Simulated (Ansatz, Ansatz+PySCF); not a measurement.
```yaml
atoms:
  - { symbol: C, position_ang: [-0.0014, -0.2667, -1.2721] }
  - { symbol: C, position_ang: [-0.0077, 0.5858, -0.0001] }
  - { symbol: C, position_ang: [0.0003, -0.2661, 1.2673] }
  - { symbol: H, position_ang: [-0.0002, 0.3698, -2.1646] }
  - { symbol: H, position_ang: [0.8915, -0.9156, -1.3270] }
  - { symbol: H, position_ang: [-0.8826, -0.9111, -1.3124] }
  - { symbol: H, position_ang: [-0.8701, 1.2492, 0.0036] }
  - { symbol: H, position_ang: [0.8725, 1.2545, -0.0008] }
  - { symbol: H, position_ang: [-0.0050, 0.3719, 2.1827] }
  - { symbol: H, position_ang: [-0.8939, -0.9012, 1.3190] }
  - { symbol: H, position_ang: [0.8909, -0.9176, 1.3175] }
```

RHF-MP2 on singlet C₃H₈ was run in several spherical basis sets with Ansatz (development build ahead of 0.2.0). Frozen core: 3 orbitals.

Rank the basis sets by the total energy that they give, lowest first, with the distance from the lowest.
A. 6-31G(d)
B. def2-SVP
C. STO-3G
D. cc-pVDZ
E. def2-TZVP

E (0.00 eV), D (3.01 eV), A (4.69 eV), B (5.48 eV), C (48.57 eV).

Totals follow the description of the cores as much as that of the bonds, so this order isn't one of quality for chemistry.
